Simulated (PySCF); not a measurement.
Electron attachment to oxoethenyl

System: `[CH]=C=O` (C2HO•, doublet). Non-hydrogen atoms are numbered in `[CH:1]=[C:2]=[O:3]`.

Energies: ωB97X-D3(BJ)/ma-def2-TZVP (PySCF, density fitting, integration grid level 2) on PBE0-D3(BJ)/ma-def2-SVP structures. The prefix ma- adds one diffuse s and one diffuse p function on all atoms but H. Zero-point and thermal terms (298.15 K, 1 bar) come from unscaled PBE0-D3(BJ)/ma-def2-SVP harmonic frequencies, with soft modes damped to free rotors in the entropy.

Frontier levels of the parent: HOMO -9.86 eV, LUMO -2.23 eV.

Reduction to the singlet anion:
```
Vertical electron affinity (electronic)              : 2.14 eV
Adiabatic electron affinity (with zero-point energy) : 2.26 eV
Adiabatic, electronic part                           : 2.27 eV
Vertical gap at the product's structure              : 2.36 eV
Inner reorganisation energy (four-point)             : 214 meV
Relaxation of product / of parent                    : 124 / 90 meV
Largest changes of atomic charge                     : C1 -0.44, O3 -0.34, C2 -0.14
Distances that move most (Å)                         : C2–O3 1.173 → 1.220; C1–C2 1.289 → 1.260
Potential in acetonitrile                            : 4.86 V absolute, 0.31 V against Fc+/Fc computed at 4.54 V (solvation -11 → -263 kJ/mol)
```

Vertical electron affinity to the triplet anion: -0.95 eV. The extra electron is not bound at this structure, the number hangs on the basis, and the ion was not relaxed.

Solvents are IEF-PCM continua (electrostatics only, gas-phase structures); absolute potentials refer to an electron at rest in vacuum. Fc+/Fc in acetonitrile, 4.54 V, is ωB97X-D3(BJ)/ma-def2-TZVP on PBE0-D3(BJ)/def2-SVP structures with GFN2-xTB thermal terms. Benchmark calculations put it near 5.0 V in acetonitrile and DMSO, so it is about 0.5 V low, and the value against it can read up to that much too high.

Against the Active Thermochemical Tables (version 1.112): electron affinity to the singlet anion 2.34 (computed 2.26, error -0.07) eV.

Measured values (NIST Chemistry WebBook, evaluated or the median of agreeing entries): adiabatic electron affinity 2.34 eV (computed 2.26, difference -0.08).

Differences come from unrounded values, so a last digit can differ from that of the printed terms.
